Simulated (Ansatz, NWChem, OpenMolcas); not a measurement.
# Worked example: CBr2F2 + ClF → CBrClF2 + BrF

Gas-phase species: CBr2F2 (dibromodifluoromethane) `FC(F)(Br)Br`, singlet; ClF (chlorine monofluoride), singlet; CBrClF2 `FC(F)(Cl)Br`, singlet; BrF (bromine fluoride), singlet. The partners trade Br for Cl: C–Br and F–Cl bonds give way to C–Cl and F–Br.

Shapes, held fixed at every level: PBE0-D4/def2-TZVP. Programs: Ansatz 0.2.0, NWChem 7.3.0, OpenMolcas 26.06. A level may come from different programs for different species; with the same settings they agree closely. The zero-point and thermal change to 298 K, harmonic and unscaled (PBE0-D4/def2-TZVP), is +0.4 kJ/mol.

At B3LYP/6-31G* (Cartesian functions); 1 Eh = 2625.50 kJ/mol:

| species | energy (Eh) |
| --- | --- |
| CBr2F2 | -5385.527239 |
| ClF | -559.941619 |
| CBrClF2 | -3271.842699 |
| BrF | -2673.648445 |

Question: Work out ΔH(298 K) of the reaction at this level.

Answer: 
1. Products less reactants: (-3271.842699) + (-2673.648445) − [(-5385.527239) + (-559.941619)] = -0.022286 Eh = -58.5 kJ/mol.
2. With the thermal change: -58.5 + (+0.4) = -58.1 kJ/mol.

Other levels give -70.5 (HF/def2-SVP) to -31.9 kJ/mol (HF/STO-3G). No measured value is set beside it here. Relativity is left out for Br. B3LYP/6-31G* (Cartesian functions) lies outside the range of the other correlated levels here, so it shouldn't be taken on trust.
